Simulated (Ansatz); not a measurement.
**Which isomer of HNOS gives these data?**

These gas-phase data were calculated for one isomer of HNOS at B3LYP/6-31G* (harmonic, unscaled wavenumbers; equilibrium rotational constants with average atomic masses):

| Property | Result |
| --- | --- |
| rotational constants | 70.41, 5.917, 5.458 GHz |
| all wavenumbers above 1500 cm⁻¹ | 2699, 1764 |

Candidates:

(1) `N=S=O`, a singlet
(2) `O=NS`, a singlet
(3) `N#SO`, a singlet

Task: Assign the data to one candidate and say why.

Result: Candidate (2). No mode falls between 3300 and 4000 cm⁻¹, where the O–H stretch of (3) would stand. No mode falls between 3250 and 3800 cm⁻¹, where the N–H stretch of (1) would stand.

The same quantities for all candidates:

```tsv
	rotational constants (GHz)	wavenumbers above 1500 cm⁻¹	E above the lowest, B3LYP/6-31G* (kcal/mol)
(1)	46.93, 9.572, 7.95	3438	0.0
(2)	70.41, 5.917, 5.458	2699, 1764	16.2
(3)	42.81, 8.727, 7.249	3640	16.2
```

Each candidate is one conformer. Programs: Ansatz 0.2.0.
